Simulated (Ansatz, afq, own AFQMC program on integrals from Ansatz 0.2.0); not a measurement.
AlP, triplet in 6-31G, levels against full CI

```tsv
atom	x (Å)	y (Å)	z (Å)
Al	0.0000	0.0000	0.0000
P	0.0000	0.0000	4.8130
```

Basis 6-31G. Only valence electrons are correlated. AFQMC by an in-house program on the Cholesky factors that Ansatz 0.2.0 writes for its CCSD(T) run. The CISD trial takes its coefficients from CCSD amplitudes. Released means that phaseless walkers are propagated on without the constraint, phases kept. Uncertainties: one standard error, sampling alone.

Determinant: ROHF, the one that the program's search chose, which needn't be the lowest solution. The geometry is a point of a scan.

Full CI on the same integrals is exact in this basis and with this determinant's frozen core.

Cautions: lower spins were not checked; a spin-contaminated unrestricted determinant lies lower (UHF 2.20 eV lower, ⟨S²⟩ 2.98); strong correlation (T1 0.274, weight of the determinant 0.37, largest double 0.24); the CCSD(T) amplitudes may be one of several solutions (largest double 0.24); the CCSDT(Q) amplitudes may be one of several solutions (largest double 0.57); the CCSDTQ amplitudes may be one of several solutions (largest double 0.58); the released energies are still falling, so no released level is given (meV from the phaseless value at times in 1/Eh: -1 ± 5 at 0.24, -4 ± 5 at 0.51, -8 ± 4 at 0.99, -13 ± 3 at 1.62, -23 ± 3 at 2.40); the next higher spin lies close (full CI puts it 51 meV above).

```
T1 diagnostic                               : 0.2738
weight of the determinant in the CISD state : 0.366
size of the correlated space                : 8 electrons in 16 orbitals
```

Reference: full CI, correlation energy -3.481 eV. The cautions show a poor starting determinant, so the rows tell how each method copes with it here, and full CI is the sure value.

| level | E − E(reference) (kJ/mol) | share of correlation (%) |
| --- | --- | --- |
| HF | 335.9 | 0.00 |
| MP2 | 159.4 | 52.53 |
| CCSD | 5.1 | 98.47 |
| CCSD(T) | 2.7 | 99.18 |
| CCSDT | 0.4 | 99.88 |
| CCSDT(Q) | 0.5 | 99.87 |
| CCSDTQ | 0.0 | 100.00 |
| ph-AFQMC/HF | 73.0 ± 3.5 | 78.26 |
| ph-AFQMC/CISD | 6.1 ± 0.4 | 98.18 |

CCSDT and higher add their correlation energy to the determinant of the CCSD(T) run, since their own runs factorise the integrals more tightly (a shift of under 2 meV). A walk keeps the symmetry of its determinant, which the program's search chose and which needn't be the lowest solution, so a lower state of the same spin and another symmetry isn't excluded.
